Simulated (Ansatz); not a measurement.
# Volume per atom of some elemental solids other than molecular ones

Method: HSE06 in Ansatz (PAW). References are measured values corrected to a static lattice.

Values in Å³/atom.

| solid | reference | HSE06 | error (%) |
|---|---|---|---|
| hcp Ti | 17.50¶ | 17.20 | -1.7 |
| hcp Cd | 21.01¶ | 22.60 | +7.6 |
| body-centred tetragonal In | 25.70¶ | 26.77 | +4.2 |
| hcp Zn | 14.86¶ | 15.52 | +4.4 |
| hcp Sc | 24.77¶ | 25.29 | +2.1 |
| hcp Os | 13.85¶ | 13.80 | -0.4 |
| hcp Re | 14.62¶ | 14.54 | -0.5 |
| hcp Zr | 23.18¶ | 23.51 | +1.4 |
| hcp Hf | 22.30¶ | 22.76 | +2.1 |
| hcp Mg | 22.65¶ | 22.90 | +1.1 |

Over these 10 solids the mean error is +2.0 %, the mean absolute error 2.5 % (median 1.9 %), and the worst case hcp Cd at +7.6 %; the value is above the reference in 7 of 10 cases.

All these references are brought to a static lattice.

Spin–orbit coupling is left out, also for the solids with elements from indium on (body-centred tetragonal In, hcp Os, hcp Re, hcp Hf); its size isn't shown.

¶ marks references of a special kind: hcp Ti, 17.50 Å³/atom (measured, copied from a table, unchecked, extrapolated to 0 K and zero-point effects removed; as tabulated in Lejaeghere et al. (2013), arXiv:1204.2733); hcp Cd, 21.01 Å³/atom (measured, copied from a table, unchecked, extrapolated to 0 K and zero-point effects removed; as tabulated in Lejaeghere et al. (2013), arXiv:1204.2733); body-centred tetragonal In, 25.70 Å³/atom (measured, copied from a table, unchecked, extrapolated to 0 K and zero-point effects removed; as tabulated in Lejaeghere et al. (2013), arXiv:1204.2733); hcp Zn, 14.86 Å³/atom (measured, copied from a table, unchecked, extrapolated to 0 K and zero-point effects removed; as tabulated in Lejaeghere et al. (2013), arXiv:1204.2733); hcp Sc, 24.77 Å³/atom (measured, copied from a table, unchecked, extrapolated to 0 K and zero-point effects removed; as tabulated in Lejaeghere et al. (2013), arXiv:1204.2733); hcp Os, 13.85 Å³/atom (measured, copied from a table, unchecked, extrapolated to 0 K and zero-point effects removed; as tabulated in Lejaeghere et al. (2013), arXiv:1204.2733); hcp Re, 14.62 Å³/atom (measured, copied from a table, unchecked, extrapolated to 0 K and zero-point effects removed; as tabulated in Lejaeghere et al. (2013), arXiv:1204.2733); hcp Zr, 23.18 Å³/atom (measured, copied from a table, unchecked, extrapolated to 0 K and zero-point effects removed; as tabulated in Lejaeghere et al. (2013), arXiv:1204.2733); hcp Hf, 22.30 Å³/atom (measured, copied from a table, unchecked, extrapolated to 0 K and zero-point effects removed; as tabulated in Lejaeghere et al. (2013), arXiv:1204.2733); hcp Mg, 22.65 Å³/atom (measured, copied from a table, unchecked, extrapolated to 0 K and zero-point effects removed; as tabulated in Lejaeghere et al. (2013), arXiv:1204.2733).

Exact exchange on metals is sensitive to the k mesh.

Differences are worked out from the printed values.

Caveats: exact exchange on metals is sensitive to the k mesh and can open a false gap (hcp Ti, hcp Cd, body-centred tetragonal In, hcp Zn, hcp Sc, hcp Os and 4 more). Ansatz's density-functional and Hartree–Fock values are scalar-relativistic unless marked +SOC, with PAW data made under PBE.

Ansatz's runs of these crystals have no spin polarisation. Meta-GGAs and exact exchange favour moments, which can bear on hcp Ti, hcp Sc.

Not in this set, of the elemental solids other than molecular ones with a reference value in our tables and a result at some level: 4 for no value at HSE06 (not run, a failed fit, an unstable or unbound cell, or a value held back for tests); 2 for a published cell of unstated conditions; 2 for a reference at room or unstated temperature; 2 for a cell known from the COD alone. These can be a level's best or worst cases. Solids without a released value at any level aren't counted. Cubic solids are told by their lattice constant and aren't counted here. Layered and molecular crystals are counted apart. The metals Ce to Yb are counted apart.

References as tabulated in Lejaeghere et al. (2013), arXiv:1204.2733.

Ansatz is an electronic-structure program.
